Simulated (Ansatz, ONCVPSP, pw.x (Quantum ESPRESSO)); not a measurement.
# Equation-of-state test of one ONCV potential (silicon (Si))

ONCVPSP 4.0.1.1 (patched build) input, shortened (lines: element, Z, core and valence counts, functional; n l f; lmax; l rc ep ncon nbas qcut; lloc lpopt rc5 dvloc0; l nproj debl; icmod fcfact rcfact), PBE, scalar-relativistic:

```
  Si 14.00    3    2        4      upf
    1    0    2.00
    2    0    2.00
    2    1    6.00
    3    0    2.00
    3    1    1.00
    1
    0    1.85    0.00    3    6    3.60
    1    2.25    0.00    3    7    3.70
    4    4    1.20    0.00
    0    2    0.40
    1    2    1.00
    1    0.75    0.00
```

In the s channel the program set the typed energies aside and used -0.700, 0.250 Ha.

Crystal test: diamond Si in pw.x 7.5, no spin, 8³ k-points, Fermi–Dirac smearing 0.01 Ry, cutoffs 60/240 Ry. The reference is all-electron LAPW (Ansatz 0.2.0) with the same functional, mesh and smearing; V0 and B0 come from Birch–Murnaghan fits to the pressures at five volumes. Errors are pseudo minus all-electron; Δ is the rms difference of the E(V) curves that follow from these fits, minima aligned, over ±6 % about the mean V0. Mesh and smearing are coarse, so the numbers serve the comparison and aren't converged zero-temperature values; the lattice is a test structure that the element need not adopt.

```tsv
V (Å³/atom)	P all-electron (GPa)	P pseudo (GPa)
19.440	5.01	5.84
19.951	2.31	3.10
20.463	-0.05	0.70
20.975	-2.12	-1.41
21.486	-3.93	-3.26
```

All-electron: a0 = 5.469 Å (V0 = 20.45 Å³/atom), B0 = 88.5 GPa.

Pseudopotential: mean pressure error (GPa): +0.75; a0 (Å): 5.485; a0 error (%): +0.28; B0 error (%): -1.8; Δ (meV/atom): 3.3.

**Question.** At the middle volume, how do free energy and pressure move when the wave cutoff is lowered (ecutrho kept at four times it)?

**Answer.**

| cutoff (Ry) | shift of F (meV/atom) | shift of P (GPa) |
| --- | --- | --- |
| 27 | +10.4 | -0.09 |
| 36 | +9.4 | -0.03 |
| 48 | +3.3 | -0.09 |

The run at the middle volume (29 k-points, 7 iterations) took about 17 s on one core of a shared host (Neoverse-N1, 64 threads, 124 GiB, load 60).
